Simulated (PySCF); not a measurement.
# AlFH5N: spin-spin couplings and electronic excitations at several levels of theory

Aim: compute the spin-spin couplings and electronic excitations of AlFH5N (`[NH3+][AlH2-][F]`) at several levels, and see how far they spread and what each costs.

Programs: PySCF 2.14.0, with density-fitted response routines of our own. Each step states its level of theory. These are calculated values for one molecule in the gas phase, unless marked as measured. Atoms are numbered from 0 throughout.

## (1) The molecule as given

8 atoms, charge 0, multiplicity 1; geometry from: PBE0-D3(BJ)/def2-SVP.

Bonds of the start (Å): N0–Al1 2.06, Al1–F2 1.69, N0–H3 1.02, N0–H4 1.02, N0–H5 1.02, Al1–H6 1.60, Al1–H7 1.60.

## (2) J couplings: B3LYP/def2-TZVP

The job: settings as JSON, then the geometry in Å.

```
{"job": {"kind": "j", "xc": "B3LYP", "basis": "def2-TZVP"}, "charge": 0, "multiplicity": 1}
N     -0.969264     0.018560    -0.141535
Al     1.068068    -0.102388     0.122671
F      1.277855     1.539768     0.472334
H     -1.407561     0.382417     0.706598
H     -1.189787     0.668472    -0.898124
H     -1.413787    -0.874390    -0.359881
H      1.539559    -0.564346    -1.333502
H      1.149505    -1.086131     1.380612
```

Level: B3LYP/def2-TZVP indirect spin-spin coupling, non-relativistic, gas phase.

Launch:

```sh
> OMP_NUM_THREADS=1 python probes_run.py task.json out
```

One launch serves the whole session: the jobs run in the order shown.

The program printed:

```text
coarse grid: 6872 points
cycle   1  E = -400.1576068843  dE = -1.128e-01  |g| = 7.144e-01  |ddm| = 1.902e+00
cycle   2  E = -399.9771656800  dE =  1.804e-01  |g| = 1.326e+00  |ddm| = 1.020e+00
cycle   3  E = -400.2460805112  dE = -2.689e-01  |g| = 8.666e-02  |ddm| = 6.952e-01
cycle   4  E = -400.2471659607  dE = -1.085e-03  |g| = 4.976e-02  |ddm| = 6.907e-02
cycle   5  E = -400.2476225437  dE = -4.566e-04  |g| = 8.062e-03  |ddm| = 2.654e-02
cycle   6  E = -400.2476365077  dE = -1.396e-05  |g| = 8.226e-04  |ddm| = 5.025e-03
cycle   7  E = -400.2476366445  dE = -1.368e-07  |g| = 1.545e-04  |ddm| = 8.098e-04
final grid: 61352 points
cycle   8  E = -400.2432037803  dE = -3.092e-05  |g| = 4.925e-03  |ddm| = 1.279e-02
cycle   9  E = -400.2431991949  dE =  4.585e-06  |g| = 6.898e-03  |ddm| = 5.471e-03
cycle  10  E = -400.2432082459  dE = -9.051e-06  |g| = 3.763e-04  |ddm| = 3.232e-03
cycle  11  E = -400.2432082568  dE = -1.083e-08  |g| = 2.324e-04  |ddm| = 2.385e-04
cycle  12  E = -400.2432082640  dE = -7.224e-09  |g| = 5.109e-05  |ddm| = 1.130e-04
cycle  13  E = -400.2432082644  dE = -3.683e-10  |g| = 4.112e-06  |ddm| = 2.565e-05
converged SCF energy = -400.2432082644

Indirect spin-spin couplings (Hz)
  i      j    bonds     total        FC       PSO       DSO        SD
  0 N    1 Al   1      4.010     4.147     0.399    -0.035    -0.502
  0 N    2 F    2     -2.396    -3.666     1.378     0.012    -0.121
  0 N    3 H    1    -63.680   -60.992    -2.547    -0.215     0.074
  0 N    4 H    1    -63.785   -61.095    -2.548    -0.215     0.073
  0 N    5 H    1    -63.705   -60.951    -2.617    -0.205     0.068
  0 N    6 H    2     -9.042    -9.086     0.022     0.027    -0.005
  0 N    7 H    2     -9.143    -9.187     0.023     0.026    -0.004
  1 Al   2 F    1   -254.647  -176.702   -81.759     0.158     3.656
  1 Al   3 H    2     -3.162    -2.959    -0.048    -0.222     0.068
  1 Al   4 H    2     -3.168    -2.962    -0.048    -0.227     0.069
  1 Al   5 H    2     -0.857    -0.754     0.040    -0.262     0.119
  1 Al   6 H    1    232.828   233.307    -1.265     0.313     0.473
  1 Al   7 H    1    232.070   232.549    -1.264     0.314     0.471
  2 F    3 H    3     -0.588    -0.229    -0.255    -0.049    -0.056
  2 F    4 H    3     -0.722    -0.357    -0.231    -0.101    -0.033
  2 F    5 H    3      6.888     8.251     0.462    -2.023     0.198
  2 F    6 H    2     40.546    42.537    -0.263    -1.458    -0.270
  2 F    7 H    2     40.826    42.823    -0.282    -1.447    -0.268
  3 H    4 H    2    -11.559   -12.204     4.476    -4.363     0.532
  3 H    5 H    2    -11.329   -11.940     4.593    -4.506     0.523
  3 H    6 H    3      3.690     4.374     1.530    -2.209    -0.005
  3 H    7 H    3      0.121     0.136     0.125    -0.164     0.024
  4 H    5 H    2    -11.240   -11.842     4.608    -4.526     0.521
  4 H    6 H    3      0.161     0.172     0.118    -0.153     0.024
  4 H    7 H    3      3.811     4.493     1.535    -2.211    -0.006
  5 H    6 H    3     -0.387    -0.308     0.317    -0.413     0.017
  5 H    7 H    3     -0.362    -0.300     0.284    -0.365     0.018
  6 H    7 H    2     28.031    28.999     0.923    -1.929     0.038
```

Wall time 18 s (1 thread of Arm Neoverse N1, shared host); peak memory 0.5 GiB.

This basis has no tight s functions, so the Fermi-contact terms are rough.

Couplings of 1 Hz or more, nine at most for each number of bonds, with means over like pairs (isotopes 27Al, 19F, 1H, 15N):

| pair | bonds | J (Hz) | Fermi contact (Hz) |
| --- | --- | --- | --- |
| Al1–F2 | 1 | -254.6 | -176.7 |
| Al1–H6 | 1 | 232.4 | 232.9 |
| N0–H3 | 1 | -63.7 | -61.0 |
| N0–Al1 | 1 | 4.0 | 4.1 |
| F2–H6 | 2 | 40.7 | 42.7 |
| H6–H7 | 2 | 28.0 | 29.0 |
| H3–H4 | 2 | -11.4 | -12.0 |
| N0–H6 | 2 | -9.1 | -9.1 |
| N0–F2 | 2 | -2.4 | -3.7 |
| Al1–H3 | 2 | -2.4 | -2.2 |
| F2–H3 | 3 | 1.9 | 2.6 |
| H3–H6 | 3 | 1.2 | 1.4 |

Quadrupole couplings from the field gradients of the same density:

| atom | isotope | eQq/h (MHz) | η |
| --- | --- | --- | --- |
| Al1 | 27Al | 25.0 | 0.54 |
| N0 | 14N | -3.155 | 0.03 |

## (3) J couplings: B3LYP/cc-pVTZ

Settings changed since step 2:

```diff
@@ -1,2 +1,2 @@
-{"job": {"kind": "j", "xc": "B3LYP", "basis": "def2-TZVP"}, "charge": 0, "multiplicity": 1}
+{"job": {"kind": "j", "xc": "B3LYP", "basis": "cc-pVTZ"}, "charge": 0, "multiplicity": 1}
 N     -0.969264     0.018560    -0.141535
```

Level: B3LYP/cc-pVTZ indirect spin-spin coupling, non-relativistic, gas phase.

The program printed:

```text
coarse grid: 6872 points
cycle   1  E = -400.1450162542  dE = -1.084e-01  |g| = 7.192e-01  |ddm| = 5.060e+00
cycle   2  E = -399.9678201395  dE =  1.772e-01  |g| = 1.326e+00  |ddm| = 2.064e+00
cycle   3  E = -400.2334169612  dE = -2.656e-01  |g| = 8.698e-02  |ddm| = 1.250e+00
cycle   4  E = -400.2345224835  dE = -1.106e-03  |g| = 4.971e-02  |ddm| = 1.834e-01
cycle   5  E = -400.2349721306  dE = -4.496e-04  |g| = 8.008e-03  |ddm| = 7.042e-02
cycle   6  E = -400.2349860036  dE = -1.387e-05  |g| = 8.651e-04  |ddm| = 1.342e-02
cycle   7  E = -400.2349861511  dE = -1.475e-07  |g| = 1.685e-04  |ddm| = 1.540e-03
final grid: 61352 points
cycle   8  E = -400.2355443487  dE = -3.363e-05  |g| = 5.366e-03  |ddm| = 3.542e-02
cycle   9  E = -400.2355384883  dE =  5.860e-06  |g| = 7.858e-03  |ddm| = 1.606e-02
cycle  10  E = -400.2355493690  dE = -1.088e-05  |g| = 5.079e-04  |ddm| = 9.448e-03
cycle  11  E = -400.2355493909  dE = -2.197e-08  |g| = 2.876e-04  |ddm| = 7.216e-04
cycle  12  E = -400.2355494031  dE = -1.212e-08  |g| = 4.045e-05  |ddm| = 3.304e-04
cycle  13  E = -400.2355494033  dE = -2.510e-10  |g| = 4.121e-06  |ddm| = 5.330e-05
converged SCF energy = -400.2355494033

Indirect spin-spin couplings (Hz)
  i      j    bonds     total        FC       PSO       DSO        SD
  0 N    1 Al   1      4.634     4.796     0.366    -0.035    -0.494
  0 N    2 F    2     -1.625    -2.872     1.373     0.012    -0.137
  0 N    3 H    1    -57.704   -54.835    -2.604    -0.200    -0.064
  0 N    4 H    1    -57.800   -54.929    -2.606    -0.200    -0.066
  0 N    5 H    1    -57.934   -54.997    -2.675    -0.189    -0.071
  0 N    6 H    2     -8.410    -8.469     0.037     0.027    -0.004
  0 N    7 H    2     -8.504    -8.563     0.037     0.026    -0.004
  1 Al   2 F    1   -216.749  -138.545   -82.150     0.161     3.784
  1 Al   3 H    2     -2.759    -2.808     0.208    -0.227     0.067
  1 Al   4 H    2     -2.755    -2.798     0.207    -0.232     0.068
  1 Al   5 H    2     -0.466    -0.573     0.255    -0.266     0.118
  1 Al   6 H    1    223.666   224.769    -1.587     0.311     0.173
  1 Al   7 H    1    222.903   223.998    -1.578     0.311     0.171
  2 F    3 H    3     -0.556    -0.154    -0.275    -0.053    -0.074
  2 F    4 H    3     -0.661    -0.254    -0.253    -0.105    -0.049
  2 F    5 H    3      6.666     8.192     0.307    -2.031     0.198
  2 F    6 H    2     37.937    40.524    -0.812    -1.459    -0.316
  2 F    7 H    2     38.211    40.802    -0.828    -1.448    -0.314
  3 H    4 H    2    -10.300   -11.314     4.875    -4.446     0.585
  3 H    5 H    2    -10.127   -11.108     4.994    -4.589     0.576
  3 H    6 H    3      3.602     4.367     1.462    -2.219    -0.009
  3 H    7 H    3      0.114     0.118     0.139    -0.169     0.025
  4 H    5 H    2    -10.041   -11.014     5.009    -4.609     0.573
  4 H    6 H    3      0.157     0.157     0.132    -0.158     0.026
  4 H    7 H    3      3.727     4.488     1.470    -2.221    -0.010
  5 H    6 H    3     -0.389    -0.315     0.328    -0.419     0.018
  5 H    7 H    3     -0.362    -0.308     0.298    -0.371     0.019
  6 H    7 H    2     27.505    28.867     0.530    -1.934     0.042
```

It took 24 s on 1 thread of Arm Neoverse N1, shared host; peak memory 0.64 GiB.

This basis has no tight s functions, so the Fermi-contact terms are rough.

In short: J(Al1,H6) 223.3 Hz, J(Al1,F2) -216.7 Hz, J(N0,H3) -57.8 Hz (means over like pairs).

## (4) Indirect couplings: B3LYP/6-31G*

Settings changed since step 3:

```diff
@@ -1,2 +1,2 @@
-{"job": {"kind": "j", "xc": "B3LYP", "basis": "cc-pVTZ"}, "charge": 0, "multiplicity": 1}
+{"job": {"kind": "j", "xc": "B3LYP", "basis": "6-31G*"}, "charge": 0, "multiplicity": 1}
 N     -0.969264     0.018560    -0.141535
```

Method: B3LYP/6-31G* indirect spin-spin coupling, non-relativistic, gas phase.

The program printed:

```text
coarse grid: 6872 points
cycle   1  E = -400.0585754915  dE = -9.152e-02  |g| = 7.044e-01  |ddm| = 2.099e+00
cycle   2  E = -399.8935624035  dE =  1.650e-01  |g| = 1.238e+00  |ddm| = 1.419e+00
cycle   3  E = -400.1476926337  dE = -2.541e-01  |g| = 8.214e-02  |ddm| = 9.638e-01
cycle   4  E = -400.1487613335  dE = -1.069e-03  |g| = 4.729e-02  |ddm| = 9.253e-02
cycle   5  E = -400.1492189739  dE = -4.576e-04  |g| = 6.327e-03  |ddm| = 3.439e-02
cycle   6  E = -400.1492293721  dE = -1.040e-05  |g| = 4.860e-04  |ddm| = 5.771e-03
cycle   7  E = -400.1492294299  dE = -5.780e-08  |g| = 9.295e-05  |ddm| = 6.416e-04
final grid: 61352 points
cycle   8  E = -400.1258948686  dE = -8.872e-06  |g| = 4.809e-03  |ddm| = 8.402e-03
cycle   9  E = -400.1258899009  dE =  4.968e-06  |g| = 6.974e-03  |ddm| = 7.631e-03
cycle  10  E = -400.1258996519  dE = -9.751e-06  |g| = 2.877e-04  |ddm| = 4.445e-03
cycle  11  E = -400.1258996636  dE = -1.163e-08  |g| = 1.241e-04  |ddm| = 2.608e-04
cycle  12  E = -400.1258996660  dE = -2.471e-09  |g| = 1.147e-05  |ddm| = 8.392e-05
cycle  13  E = -400.1258996661  dE = -3.376e-11  |g| = 1.056e-06  |ddm| = 1.031e-05
converged SCF energy = -400.1258996661

Indirect spin-spin couplings (Hz)
  i      j    bonds     total        FC       PSO       DSO        SD
  0 N    1 Al   1      0.903     1.199     0.132    -0.033    -0.394
  0 N    2 F    2     -5.641    -6.843     1.307     0.012    -0.117
  0 N    3 H    1    -66.857   -64.386    -2.158    -0.243    -0.070
  0 N    4 H    1    -66.907   -64.435    -2.159    -0.242    -0.071
  0 N    5 H    1    -66.172   -63.646    -2.221    -0.233    -0.072
  0 N    6 H    2     -7.457    -7.504     0.028     0.027    -0.008
  0 N    7 H    2     -7.539    -7.585     0.028     0.026    -0.008
  1 Al   2 F    1   -159.444   -88.861   -72.913     0.194     2.136
  1 Al   3 H    2     -2.570    -2.204    -0.215    -0.218     0.068
  1 Al   4 H    2     -2.588    -2.219    -0.214    -0.223     0.069
  1 Al   5 H    2     -0.644    -0.464    -0.038    -0.258     0.115
  1 Al   6 H    1    230.238   230.543    -1.125     0.340     0.481
  1 Al   7 H    1    229.506   229.814    -1.128     0.341     0.480
  2 F    3 H    3     -0.543    -0.214    -0.296    -0.032    -0.001
  2 F    4 H    3     -0.681    -0.330    -0.284    -0.084     0.016
  2 F    5 H    3      6.542     8.307    -0.045    -1.996     0.277
  2 F    6 H    2     37.632    40.428    -1.196    -1.405    -0.195
  2 F    7 H    2     37.825    40.620    -1.212    -1.394    -0.190
  3 H    4 H    2    -12.888   -12.283     3.032    -4.267     0.630
  3 H    5 H    2    -12.654   -11.981     3.120    -4.407     0.614
  3 H    6 H    3      3.468     4.711     0.952    -2.185    -0.010
  3 H    7 H    3      0.054     0.180    -0.008    -0.145     0.028
  4 H    5 H    2    -12.567   -11.882     3.132    -4.427     0.610
  4 H    6 H    3      0.098     0.217    -0.013    -0.135     0.029
  4 H    7 H    3      3.599     4.839     0.958    -2.187    -0.011
  5 H    6 H    3     -0.447    -0.208     0.135    -0.394     0.020
  5 H    7 H    3     -0.408    -0.197     0.114    -0.346     0.022
  6 H    7 H    2     29.619    31.386     0.099    -1.881     0.016
```

Run time: 8 s. Hardware: 1 thread of Arm Neoverse N1, shared host; peak memory 0.39 GiB.

This basis has no tight s functions, so the Fermi-contact terms are rough.

This run: J(Al1,H6) 229.9 Hz, J(Al1,F2) -159.4 Hz, J(N0,H3) -66.6 Hz (means over like pairs).

## (5) Ultraviolet spectrum: HF/def2-SVPD

Settings changed since step 4:

```diff
@@ -1,2 +1,2 @@
-{"job": {"kind": "j", "xc": "B3LYP", "basis": "6-31G*"}, "charge": 0, "multiplicity": 1}
+{"job": {"kind": "uv", "xc": "HF", "basis": "def2-SVPD", "ip": true}, "charge": 0, "multiplicity": 1}
 N     -0.969264     0.018560    -0.141535
```

With the program's defaults for keys left out, this is: TDDFT HF/def2-SVPD, vertical, gas phase, core orbitals frozen in the response.

The program printed:

```text
final grid: 61352 points
cycle   1  E = -398.5617997517  dE = -2.940e-01  |g| = 5.485e-01  |ddm| = 3.134e+00
cycle   2  E = -398.6161191872  dE = -5.432e-02  |g| = 3.425e-01  |ddm| = 7.301e-01
cycle   3  E = -398.6348847542  dE = -1.877e-02  |g| = 4.211e-02  |ddm| = 2.238e-01
cycle   4  E = -398.6355858549  dE = -7.011e-04  |g| = 6.873e-03  |ddm| = 1.164e-01
cycle   5  E = -398.6356068851  dE = -2.103e-05  |g| = 2.261e-03  |ddm| = 1.771e-02
cycle   6  E = -398.6356088980  dE = -2.013e-06  |g| = 7.683e-04  |ddm| = 5.478e-03
cycle   7  E = -398.6356091406  dE = -2.426e-07  |g| = 1.508e-04  |ddm| = 1.642e-03
cycle   8  E = -398.6356091545  dE = -1.384e-08  |g| = 2.672e-05  |ddm| = 4.068e-04
cycle   9  E = -398.6356091549  dE = -4.422e-10  |g| = 5.159e-06  |ddm| = 7.538e-05
converged SCF energy = -398.6356091549

Static polarisability (au): isotropic 36.368, principal 34.244 37.197 37.663

Singlet excitations
state   eV       nm        f      main configurations
  1   7.7814    159.3   0.02308   H->L 0.35, H->L+1 0.33, H->L+3 0.14
  2   8.2936    149.5   0.12135   H->L+2 0.43, H->L 0.29, H->L+1 0.08
  3   8.7227    142.1   0.00052   H->L+1 0.31, H->L+2 0.27, H->L 0.25
  4   9.4270    131.5   0.37745   H-1->L 0.53, H-1->L+1 0.22, H->L+4 0.09
  5   9.7827    126.7   0.40059   H->L+3 0.59, H->L+1 0.12
  6   9.9504    124.6   0.37491   H-1->L+2 0.45, H->L+6 0.27, H->L+4 0.10
  7  10.2268    121.2   0.20364   H-1->L 0.28, H->L+4 0.23, H-1->L+1 0.18
  8  10.4429    118.7   0.10616   H-1->L+1 0.29, H->L+4 0.28, H->L+6 0.24
  9  10.7114    115.7   0.01020   H->L+5 0.66, H->L+2 0.13, H->L+7 0.09
 10  10.8458    114.3   0.05862   H->L+6 0.41, H-1->L+2 0.37, H->L+4 0.10

Triplet excitations (Tamm-Dancoff, eV): 6.9016 7.3561 7.8901 7.9950
Vertical ionisation energy (delta-SCF) = 9.7512 eV
```

Wall time 4.3 s (1 thread of Arm Neoverse N1, shared host); peak memory 0.39 GiB.

Frontier orbitals and where they lie:

| orbital | eV | atoms |
| --- | --- | --- |
| HOMO−3 | -15.91 | F2 94 %, Al1 5 % |
| HOMO−2 | -15.53 | F2 66 %, N0 19 %, Al1 7 % |
| HOMO−1 | -12.47 | Al1 35 %, H6 24 %, H7 23 % |
| HOMO | -10.82 | Al1 37 %, H7 29 %, H6 28 % |
| LUMO | 1.47 | Al1 55 %, H5 11 %, H4 9 % |
| LUMO+1 | 2.71 | Al1 52 %, N0 11 %, H5 8 % |
| LUMO+2 | 3.16 | Al1 51 %, H5 11 %, H6 7 % |

With each of the 10 states as a Gaussian band of 0.4 eV half-width at 1/e, the curve within the window shown has maxima at 150 nm (ε 5,100), 126 nm (ε 39,000) L/(mol cm). Beyond the last state computed it falls off for lack of states. The curve at chosen wavelengths:

| nm | ε (L/mol/cm) |
| --- | --- |
| 111 | 1720 |
| 113 | 3728 |
| 116 | 8700 |
| 118 | 14304 |
| 121 | 26210 |
| 123 | 34069 |
| 126 | 38873 |
| 128 | 36073 |
| 131 | 26587 |
| 133 | 19021 |
| 135 | 11956 |
| 138 | 4711 |
| 140 | 2632 |
| 143 | 2570 |
| 145 | 3549 |
| 148 | 4899 |
| 150 | 5103 |
| 152 | 4687 |
| 155 | 3446 |
| 157 | 2606 |
| 160 | 1634 |
| 162 | 1174 |
| 165 | 676 |
| 167 | 440 |
| 170 | 206 |
| 172 | 114 |

Further results of this job:

| property | computed |
| --- | --- |
| dipole moment (D) | 5.82 |
| polarisability (Å³) | 5.39 |
| HOMO–LUMO gap (eV) | 12.29 |
| −ε(HOMO) (eV) | 10.82 |

## (6) TDDFT and polarisability: LDA/def2-SVPD

Settings changed since step 5:

```diff
@@ -1,2 +1,2 @@
-{"job": {"kind": "uv", "xc": "HF", "basis": "def2-SVPD", "ip": true}, "charge": 0, "multiplicity": 1}
+{"job": {"kind": "uv", "xc": "LDA", "basis": "def2-SVPD", "ip": true}, "charge": 0, "multiplicity": 1}
 N     -0.969264     0.018560    -0.141535
```

Method: TDDFT LDA/def2-SVPD, vertical, gas phase, core orbitals frozen in the response.

The program printed:

```text
coarse grid: 6872 points
cycle   1  E = -397.6464509899  dE = -9.053e-02  |g| = 6.325e-01  |ddm| = 3.034e+00
cycle   2  E = -397.2994982011  dE =  3.470e-01  |g| = 1.571e+00  |ddm| = 1.884e+00
cycle   3  E = -397.7233937187  dE = -4.239e-01  |g| = 1.531e-01  |ddm| = 1.467e+00
cycle   4  E = -397.7276186430  dE = -4.225e-03  |g| = 7.893e-02  |ddm| = 1.819e-01
cycle   5  E = -397.7288184448  dE = -1.200e-03  |g| = 1.412e-02  |ddm| = 7.865e-02
cycle   6  E = -397.7288764521  dE = -5.801e-05  |g| = 2.186e-03  |ddm| = 2.104e-02
cycle   7  E = -397.7288772918  dE = -8.397e-07  |g| = 5.144e-04  |ddm| = 2.321e-03
final grid: 61352 points
cycle   8  E = -397.7685213161  dE = -2.517e-05  |g| = 3.394e-03  |ddm| = 4.088e-02
cycle   9  E = -397.7685160851  dE =  5.231e-06  |g| = 6.095e-03  |ddm| = 7.694e-03
cycle  10  E = -397.7685237475  dE = -7.662e-06  |g| = 3.539e-04  |ddm| = 4.804e-03
cycle  11  E = -397.7685237603  dE = -1.284e-08  |g| = 2.896e-04  |ddm| = 5.196e-04
cycle  12  E = -397.7685237738  dE = -1.355e-08  |g| = 2.578e-05  |ddm| = 1.883e-04
cycle  13  E = -397.7685237741  dE = -2.031e-10  |g| = 3.800e-06  |ddm| = 5.419e-05
converged SCF energy = -397.7685237741

Static polarisability (au): isotropic 44.009, principal 41.044 44.495 46.488

Singlet excitations
state   eV       nm        f      main configurations
  1   5.0524    245.4   0.00271   H->L 1.00
  2   6.2922    197.0   0.00206   H->L+1 0.98
  3   6.4427    192.4   0.08870   H-1->L 0.98
  4   6.9423    178.6   0.00310   H->L+2 0.83, H->L+4 0.11
  5   7.0795    175.1   0.00081   H->L+3 0.99
  6   7.3064    169.7   0.17696   H->L+4 0.78, H->L+5 0.15
  7   7.4077    167.4   0.00258   H-2->L 0.98
  8   7.4300    166.9   0.00165   H-3->L 1.00
  9   7.5717    163.7   0.07306   H->L+5 0.78, H->L+4 0.09, H->L+2 0.09
 10   7.6913    161.2   0.06164   H-1->L+1 0.84, H->L+6 0.10

Triplet excitations (Tamm-Dancoff, eV): 4.9521 5.9858 6.1950 6.5056
Vertical ionisation energy (delta-SCF) = 9.7553 eV
Vertical electron affinity (delta-SCF) = -0.5043 eV
```

Run time: 18 s. Hardware: 1 thread of Arm Neoverse N1, shared host; peak memory 0.39 GiB.

In short: HOMO -6.29 eV, LUMO -1.28 eV; lowest singlet 5.05 eV.

## (7) TDDFT and polarisability: PBE/def2-SVPD

Settings changed since step 6:

```diff
@@ -1,2 +1,2 @@
-{"job": {"kind": "uv", "xc": "LDA", "basis": "def2-SVPD", "ip": true}, "charge": 0, "multiplicity": 1}
+{"job": {"kind": "uv", "xc": "PBE", "basis": "def2-SVPD", "ip": true}, "charge": 0, "multiplicity": 1}
 N     -0.969264     0.018560    -0.141535
```

With the program's defaults for keys left out, this is: TDDFT PBE/def2-SVPD, vertical, gas phase, core orbitals frozen in the response.

The program printed:

```text
coarse grid: 6872 points
cycle   1  E = -399.4834275958  dE = -8.470e-02  |g| = 6.640e-01  |ddm| = 3.112e+00
cycle   2  E = -399.0941634411  dE =  3.893e-01  |g| = 1.645e+00  |ddm| = 2.350e+00
cycle   3  E = -399.5669768796  dE = -4.728e-01  |g| = 1.555e-01  |ddm| = 1.946e+00
cycle   4  E = -399.5713588341  dE = -4.382e-03  |g| = 8.510e-02  |ddm| = 2.047e-01
cycle   5  E = -399.5727669555  dE = -1.408e-03  |g| = 1.500e-02  |ddm| = 8.318e-02
cycle   6  E = -399.5728364299  dE = -6.947e-05  |g| = 2.157e-03  |ddm| = 2.486e-02
cycle   7  E = -399.5728372679  dE = -8.380e-07  |g| = 4.254e-04  |ddm| = 1.935e-03
final grid: 61352 points
cycle   8  E = -399.6357906863  dE = -1.804e-05  |g| = 9.328e-03  |ddm| = 5.396e-02
cycle   9  E = -399.6357499281  dE =  4.076e-05  |g| = 1.681e-02  |ddm| = 2.028e-02
cycle  10  E = -399.6358087400  dE = -5.881e-05  |g| = 8.985e-04  |ddm| = 1.343e-02
cycle  11  E = -399.6358088658  dE = -1.259e-07  |g| = 3.191e-04  |ddm| = 8.173e-04
cycle  12  E = -399.6358088838  dE = -1.799e-08  |g| = 2.581e-05  |ddm| = 2.894e-04
cycle  13  E = -399.6358088840  dE = -2.157e-10  |g| = 3.132e-06  |ddm| = 5.235e-05
converged SCF energy = -399.6358088840

Static polarisability (au): isotropic 43.066, principal 40.333 43.297 45.569

Singlet excitations
state   eV       nm        f      main configurations
  1   5.0698    244.6   0.00163   H->L 1.00
  2   6.4019    193.7   0.08413   H-1->L 0.99
  3   6.4171    193.2   0.00177   H->L+1 0.98
  4   6.9631    178.1   0.00043   H->L+2 0.87
  5   7.0861    175.0   0.00052   H->L+3 0.98
  6   7.2426    171.2   0.00300   H-2->L 0.98
  7   7.2611    170.8   0.00073   H-3->L 1.00
  8   7.3481    168.7   0.14382   H->L+4 0.79, H->L+5 0.16
  9   7.6190    162.7   0.08096   H->L+5 0.78, H->L+4 0.10
 10   7.7542    159.9   0.06363   H-1->L+1 0.86, H->L+6 0.09

Triplet excitations (Tamm-Dancoff, eV): 4.9584 6.0508 6.1356 6.5183
Vertical ionisation energy (delta-SCF) = 9.7165 eV
Vertical electron affinity (delta-SCF) = -0.6250 eV
```

Wall time 27 s (1 thread of Arm Neoverse N1, shared host); peak memory 0.42 GiB.

In short: HOMO -6.27 eV, LUMO -1.24 eV; lowest singlet 5.07 eV.

(Part 1 of 2 ends here.)
